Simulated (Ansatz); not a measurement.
H2N–OH, singlet in cc-pVDZ: errors against RCCSDT(Q)

Geometry: displaced at random from a stationary point.

```xyz
5

N    -0.1503    0.0072    0.7169
O     0.1413   -0.0089   -0.6863
H     0.3885   -0.7610    1.0268
H     0.2857    0.7990    1.0566
H    -0.8286    0.0037   -1.1515
```

Basis cc-pVDZ; Ansatz 0.2.0. Only valence electrons are correlated (noble-gas cores frozen), which leaves 14 electrons in 41 orbitals. R marks a restricted (for open shells ROHF) determinant.

Full CI isn't at hand for all of this; RCCSDT(Q) serves as the reference, and is uncertain by about the last step of the cluster series.

```
UHF ⟨S²⟩                          : 0.000
T1 diagnostic (RCCSD)             : 0.0088
largest doubles amplitude (RCCSD) : 0.055
```

Q: From what is known of these methods and the diagnostics, rank them by the size of their error in total energy against RCCSDT(Q) in cc-pVDZ, smallest first (an estimate: the text doesn't fix the numbers).
A. RCCSD
B. CISD
C. RMP2
D. RCCSDT
E. RHF

A: D (2.9 kJ/mol), A (26.9 kJ/mol), C (78.0 kJ/mol), B (108.5 kJ/mol), E (1046.1 kJ/mol).

All errors are against RCCSDT(Q) in cc-pVDZ. Within each family the higher level lies nearer, as is usual though not guaranteed.
